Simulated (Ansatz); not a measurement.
A run of Ansatz (development build ahead of 0.2.0) on doublet CH3O at this shape:

```xyz
5

C     0.0432   -0.0472   -0.6826
O     0.0315   -0.0475    0.6784
H    -0.0464    0.8526    0.9970
H     0.0444   -1.0439   -1.1296
H    -0.4060    0.7948   -1.2116
```

Its results:

```
Converged                       : yes
Reference energy                : -114.46241 hartree
Correlation energy              : -0.39288 hartree
Total energy                    : -114.85529 hartree
Spin squared of the determinant : 0.762
```

(1) Which input gives this output? Name the method, the orbitals and the basis set, and write the input.

Answers

(1) UHF-MP2 in cc-pVTZ.

```yaml
crystal:
  periodic: [false, false, false]
  atoms:
    - { symbol: C, position_ang: [0.04322, -0.0472, -0.6826] }
    - { symbol: O, position_ang: [0.0315, -0.0475, 0.67845] }
    - { symbol: H, position_ang: [-0.04635, 0.85259, 0.99703] }
    - { symbol: H, position_ang: [0.04442, -1.04392, -1.12964] }
    - { symbol: H, position_ang: [-0.40598, 0.79485, -1.21164] }
basis:
  gaussian: { orbitals: cc-pVTZ }
magnetization:
  spin_polarized: true
  initial_magnetization: 1
hamiltonian:
  xc: hf
correlation:
  method: mp2
  frozen_orbitals: { C: 1, H: 0, O: 1 }
```
